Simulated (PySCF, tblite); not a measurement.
# C6H9 radical: geometry, infrared bands and EPR parameters

Aim: predict the infrared bands and EPR parameters of C6H9 radical (`CC=[C]/C=C\C`).

Programs: tblite 0.8.0 and PySCF 2.14.0, with density-fitted response routines of our own. Each step states its level of theory. These are calculated values for one molecule in the gas phase, unless marked as measured. Atoms count from 0, in the outputs and in this text.

### 1 The starting structure

15 atoms, charge 0, multiplicity 2; geometry from: force field or distance geometry start.

Bonds of the start (Å): C0–C1 1.48, C1–C2 1.34, C2–C3 1.44, C3–C4 1.34, C4–C5 1.51, C0–H6 1.13, C0–H7 1.10, C0–H8 1.10, C1–H9 1.07, C3–H10 1.09, C4–H11 1.08, C5–H12 1.10, C5–H13 1.10, C5–H14 1.10.

### 2 Geometry optimisation with GFN2-xTB

What the job is given:

```
{"job": {"kind": "relax", "xc": "GFN2-xTB", "basis": "xTB"}, "charge": 0, "multiplicity": 2}
C     -2.546500    -0.105800    -0.044200
C     -1.475700     0.916300    -0.105500
C     -0.175700     0.606400    -0.044500
C      0.347300    -0.734700     0.053200
C      1.687800    -0.832700     0.102600
C      2.513200     0.423200     0.017400
H     -3.546300     0.413800    -0.125100
H     -2.445900    -0.759200    -0.919000
H     -2.553700    -0.669600     0.895400
H     -1.741300     1.955400    -0.173200
H     -0.279600    -1.625500     0.112000
H      2.184700    -1.789200     0.176800
H      1.968500     1.111800    -0.642600
H      3.534100     0.218400    -0.342000
H      2.524500     0.879300     1.017000
```

The run is started by

```console
$ OMP_NUM_THREADS=1 python probes_run.py task.json out
```

The driver reads the jobs from task.json and runs them one after another.

**Question.** This job is followed by: GFN2-xTB harmonic vibrations, gas phase; UKS B3LYP, pcH-1 on C H, non-relativistic, mean-field spin-orbit, GIAO. What will the session give for the following? strongest single infrared mode (GFN2-xTB); zero-point energy (GFN2-xTB); g(iso) (B3LYP); ⟨S²⟩; largest a(iso) (averaged by class); surface potential, 1st and 99th percentile.

**Answer**, as computed:

| quantity | value |
| --- | --- |
| strongest single infrared mode (GFN2-xTB) | 3087 cm⁻¹, 56 km/mol |
| zero-point energy (GFN2-xTB) | 78.3 kcal/mol |
| g(iso) (B3LYP) | 2.00239 |
| ⟨S²⟩ | 0.775 (exact 0.75) |
| largest a(iso) (averaged by class) | 1H on H9, 98.8 MHz |
| surface potential, 1st and 99th percentile | -0.65 V and 0.71 V |

In words: The optimisation took 151 steps and gained 1.023 eV; among the close pairs (by a distance rule), C2–C3 changed most, from 1.443 to 1.345 Å. No mode is imaginary among the 39: a minimum at this level. The strongest single mode, at 3087 cm⁻¹, moves mainly H11. Unscaled tight-binding wavenumbers are off by several per cent, some by more. Its intensities can rank the bands wrongly. The largest spin populations lie on C4 (0.69 e), C2 (0.60 e). The isotropic g lies 0.1 ppt above the free-electron value.
